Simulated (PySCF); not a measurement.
## Static response to an electric field

C₂H₇PS.
Numbering: `[CH3:1][PH:2]([CH3:3])=[S:4]` (hydrogens: H5, H6, H7 on C1; H8 on P2; H9, H10, H11 on C3)

Geometry (PBE0-D3(BJ)/def2-SVP, Å), atoms numbered from 1 in this order:
```
atom  x, y, z in Å
C1    -1.382    0.360    0.393
P2     0.338    0.667   -0.122
C3     1.068   -0.990   -0.321
S4     1.343    1.887    1.007
H5    -1.899   -0.312   -0.309
H6    -1.905    1.325    0.445
H7    -1.367   -0.084    1.399
H8     0.164    1.072   -1.479
H9     2.087   -0.875   -0.718
H10    1.130   -1.459    0.671
H11    0.469   -1.617   -0.999
```

Level: CAM-B3LYP/def2-SVPD (PySCF), static field, nuclei fixed, core orbitals frozen in the response. The polarisability tensor in these axes (au):

```
x   75.78  5.54  3.97
y    5.54 76.83  8.90
z    3.97  8.90 68.26
```

**Question.** What are the eigenvalues, a third of the trace, and Δα (Δα² = ½Σ(αi − αj)² over the three pairs)?

**Answer.** Principal values 62.64, 71.55 and 86.67 au; mean 73.62 au = 10.91 Å³ = 12.14 × 10⁻⁴⁰ C²·m²/J; Δα = 21.04 au (29 % of the mean).

**Question.** What is the dipole moment, and where does it point?

**Answer.** (-2.56, -3.46, -2.22) D, 4.84 D in size, pointing from the negative to the positive side. Measured along this direction, the outermost atoms are S4 at the negative end and H5 and H11 at the positive end.

**Question.** Refractivity n − 1 of an ideal gas of it at 400 K and 1 atm, from the electronic α?

**Answer.** N = p/kT = 1.8347 × 10¹⁹ cm⁻³, so n − 1 = 2π × N × 10.91 × 10⁻²⁴ cm³ = 1258 × 10⁻⁶ at long wavelengths.

**Question.** Give the eigenvalues of the traceless quadrupole moment Θ = ½Σq(3rr − r²1), origin at the centre of nuclear charge.

**Answer.** -4.31, 0.93, 3.38 D·Å. The values depend on the origin, since the dipole doesn't vanish. The electronic extent ⟨r²⟩ about the same centre is 553 bohr², a root-mean-square distance of 1.76 Å for the 50 electrons.

**Question.** Molar refractivity from α?

**Answer.** Lorentz–Lorenz: R = (4π/3)N_A α = 2.5225 cm³/(mol·Å³) × 10.91 Å³ = 27.5 cm³/mol, in the limit of long wavelengths.

Isolated species at its PBE0-D3(BJ)/def2-SVP geometry, gas phase.
